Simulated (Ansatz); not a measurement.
A made-up structure of CH₄NSi, doublet:

| atom | x (Å) | y (Å) | z (Å) |
| --- | --- | --- | --- |
| C1 | 0.7257 | -1.0336 | 0.2930 |
| N2 | -0.3540 | 0.1588 | 0.8892 |
| Si3 | -0.5658 | -0.0047 | -0.5633 |
| H4 | -1.8179 | -0.5638 | -0.9320 |
| H5 | -0.1571 | 1.0624 | -1.4063 |
| H6 | -0.1848 | 1.0803 | 1.2600 |
| H7 | 1.7335 | -0.7155 | 0.2112 |

It is relaxed with PBE-D4/def2-SVP and then PBE0-D4/def2-TZVP (Ansatz 0.2.0). Atoms count as bonded within 1.22 times the sum of their covalent radii (H–H: 0.88 Å). The end point is not checked to be a true minimum.

(1) Does its bonding change? (Judge from chemistry; the calculation decides.)

## Answers

(1) By the calculation: No: no bond forms or breaks.

Where it ends: The first stage lowers the energy by 2.91 eV in 10 steps. It ends as CH₄NSi ([CH]1[NH][SiH2]1):
```
7
angstrom
C 0.6361 -0.7371 0.2994
N -0.2222 0.1725 0.9438
Si -0.6176 -0.0170 -0.7482
H -1.8924 -0.6899 -1.0742
H -0.3417 1.1288 -1.6460
H 0.1155 0.9412 1.5086
H 1.7019 -0.8146 0.4685
```

Labels in which every atom is bracketed show which atoms are joined, not bond orders.

For scale, one of the runs: PBE0-D4/def2-TZVP relaxation, 123 basis functions, launched by `ansatz run in.yaml --threads 2 --pin off --events-out ev --progress --plain --max-ram 4352MiB`. The run took about 20 s on 2 CPU threads of an Intel Xeon 6975P-C (shared host).
